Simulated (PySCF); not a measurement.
Scan of Al2H, doublet

Starting geometry (PBE0/def2-TZVP stationary point for this spin, not checked as a minimum):

```xyz
3

Al    0.0000    0.0000    0.3526
Al    0.0000    0.0000   -2.3244
H     0.0000    0.0000    1.9718
```

From there H3 moves along the line of the two atoms named below, all else staying in place; atoms are numbered as listed. Energies are in eV, counted from the starting geometry at the same level.

Basis 6-31G; PySCF 2.14.0. Correlated methods freeze the noble-gas cores. Prefix R: restricted or restricted open-shell reference.

The determinant for coupled cluster was chosen by a search with trial CCSD, here up to 0.04 eV above the lowest Hartree–Fock solution of its kind, and MP2 stands on that determinant too. A value is left out where its run failed or describes another state than the reference as far as symmetry and spin tell, or, spin-broken singlets apart, can't be checked. So is a cluster or MP2 value whose T1 reaches 0.2, or 0.1 on a determinant over 1 eV above the lowest, or whose CCSD ends far below full CI on such a determinant.

Full CI is exact within this basis and frozen core; it isn't the basis-set limit.

```
distance Al1-H3 (Å)  full CI  unpaired electrons (full CI)  error RMP2  error RCCSD  error RCCSD(T)  error RCCSDT
              1.311    1.028                          1.11      -0.048       -0.008          -0.002         0.000
              1.478    0.217                          1.12      -0.027       -0.004          -0.001         0.000
              1.619    0.000                          1.12       0.000        0.000           0.000         0.000
              1.737    0.006                          1.13       0.028        0.004           0.001         0.000
              1.995    0.313                          1.17       0.108        0.017           0.005         0.001
              2.271    0.782                          1.24       0.225        0.036           0.011         0.002
              2.548    1.223                          1.40       0.376        0.063           0.019         0.003
              2.950    1.693                          1.86       0.662        0.116           0.024         0.006
              3.588    2.020                          2.72           –            –               –             –
              4.328        –                          3.20           –            –               –             –
              5.455        –                          3.20           –            –               –             –
```

Unpaired electrons are Σ n²(2−n)² over natural occupations. Errors are those of relative energies. In total energy the starting point itself misses full CI by: RMP2 0.816, RCCSD 0.088, RCCSD(T) 0.032, RCCSDT 0.005 eV.

Spread of the error over the points with a reference, to 3.588 Å (largest less smallest): RCCSDT 0.006 (8 of 9 points), RCCSD(T) 0.026 (8 of 9 points), RCCSD 0.125 (8 of 9 points), RMP2 0.711 (8 of 9 points) eV.

Going outwards, the relative energy of RMP2 first misses by more than 0.043 eV (1 kcal/mol) at 1.995 Å.
